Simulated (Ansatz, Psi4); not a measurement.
# Cl2 (chlorine): from total energies to a heat of formation

The species is Cl2 (2 atoms), meant as a singlet with charge 0. As SMILES, `ClCl`. The shape is that of a PBE0-D4/def2-TZVP optimisation.

```xyz
2

Cl    0.8457   -0.2816    0.4336
Cl   -0.8457    0.2816   -0.4336
```

Total energies at CCSD/aug-cc-pVTZ, 10 core orbitals frozen (Psi4 1.11); the atoms run unrestricted:

```
species    state  energy (Eh)
    Cl2  singlet  -919.418344
     Cl  doublet  -459.670051
```

Harmonic wavenumbers at PBE0-D4/def2-TZVP, in cm⁻¹: 575.

Measured heats of formation of the gaseous atoms at 298.15 K, in kJ/mol: Cl 121.3. Spin-orbit lowering of the atoms at 298 K (mean of the ground term's levels less their thermal mean, from spectra), in kJ/mol: Cl 3.44. Take 1 Eh = 2625.50 kJ/mol, 1 cm⁻¹ = 0.0119627 kJ/mol, RT = 2.479 kJ/mol.

**Question.** Work out the heat of formation of the gas at 298 K.

**Answer.** 
1. Electronic atomisation energy: 2 × (-459.670051) − (-919.418344) = 0.078242 Eh = 205.4 kJ/mol.
2. Zero-point energy: half the sum of the wavenumbers, 287.5 cm⁻¹ = 3.4 kJ/mol.
3. Thermal vibrational enthalpy, Σ hcν̃/(exp(hcν̃/kT) − 1): 0.5 kJ/mol. Translation, rotation and pV of a linear molecule: 3.5 RT = 8.7 kJ/mol.
4. The 2 free atoms carry 5/2 RT each: 12.4 kJ/mol.
5. Spin-orbit coupling lowers the free atoms by 2 × 3.44 = 6.9 kJ/mol.
6. Atomisation enthalpy at 298 K: 205.4 − 6.9 − 3.4 − 0.5 − 8.7 + 12.4 = 198.3 kJ/mol.
7. Sum of the atoms' heats of formation: 242.6 kJ/mol. Heat of formation: 242.6 − 198.3 = +44.3 kJ/mol.

The tabulated value is 0.0 kJ/mol (Active Thermochemical Tables), so this level is off by +44.3 kJ/mol, or 18.3 % of the atomisation enthalpy that the table implies (242.6 kJ/mol). Coupled cluster needs large bases for atomisation: in a finite one the molecule is underbound. CCSD also lacks the triples, which bind further. Anharmonicity and any spin-orbit splitting of the molecule are left out, and so is core correlation.
